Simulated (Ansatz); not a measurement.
bcc Cs was calculated with PBEsol (PAW; Ansatz, a quantum-chemistry and plane-wave program).

Numerical settings: plane-wave cutoff 500 eV, 18×18×18 k mesh, Fermi–Dirac smearing 0.1 eV, scalar-relativistic PAW data made under PBE.

Computed at the level's own relaxed cell.

What does this level give for the equilibrium volume per atom and lattice constant a?


* **equilibrium volume per atom**: 108.52 Å³/atom
* **lattice constant a**: 6.010 Å

Measured, for comparison: equilibrium volume per atom 110.12 Å³/atom, lattice constant a 6.039 Å (low-temperature or extrapolated to 0 K; zero-point anharmonic expansion removed; as tabulated in Csonka et al. (2009), arXiv:0903.4037). Computed (rounded) less measured: equilibrium volume per atom -1.5 %, lattice constant a -0.5 %.

Spin–orbit coupling is not included.

Computed values are for the static lattice.

Computing time: about 100 core-seconds (a rough figure).
